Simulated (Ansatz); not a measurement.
Results of B3LYP (VWN-RPA form) (plane waves, PAW; Ansatz, an electronic-structure program) for diamond-structure Si.

Numerical settings: plane-wave cutoff 520 eV, 8×8×8 k mesh, finite displacements, scalar-relativistic PAW data made under PBE.

Cell (relaxed at this level):

```
CELL_PARAMETERS angstrom
      0.00000     2.74292     2.74292
      2.74292     0.00000     2.74292
      2.74292     2.74292     0.00000
ATOMIC_POSITIONS crystal
  Si 0.50000 0.50000 0.50000
  Si 0.75000 0.75000 0.75000
```

Question: Predict the TO(Γ) frequency.

Answer: 
- TO(Γ) frequency = 517 cm⁻¹

Measured, for comparison: zone-centre TO phonon frequency 525 cm⁻¹ (low temperature, zero-point motion not removed; as tabulated in Tanner et al. (2021), arXiv:2110.11888). Computed (rounded) less measured: zone-centre TO phonon frequency -2 %.

Computing time: around 40 core-minutes (rough).
